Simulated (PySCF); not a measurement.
C2F4, optimised at GFN2-xTB:

```xyz
6

F     -1.4940    -0.4266     0.8675
C     -0.6653     0.0614    -0.0372
F     -1.3014     0.6817    -1.0139
C      0.6565    -0.0580     0.0277
F      1.4852     0.4299    -0.8770
F      1.2926    -0.6784     1.0043
```

Energies from PySCF (xtb for GFN2), thermal terms from the rigid-rotor harmonic-oscillator model, ideal gas at 1 bar. 6-31G* has spherical d functions here. All species are closed-shell singlets. B3LYP is the form with VWN-RPA correlation.

Q: List the harmonic frequencies (cm⁻¹, unscaled) at this level and at the other levels, each on its own geometry.

A: 
- GFN2-xTB: 169, 186, 352, 396, 414, 481, 506, 769, 1125, 1223, 1250, 1821
- B3LYP/6-31G*: 195, 203, 391, 420, 507, 545, 547, 799, 1201, 1362, 1371, 1926
- HF/6-31G*: 224, 225, 428, 486, 594, 606, 645, 870, 1302, 1502, 1520, 2146
- PBE/def2-SVP: 188, 200, 389, 403, 479, 533, 545, 784, 1180, 1330, 1336, 1858
- PBE0/def2-TZVP: 203, 212, 404, 429, 561, 563, 570, 814, 1216, 1372, 1374, 1942
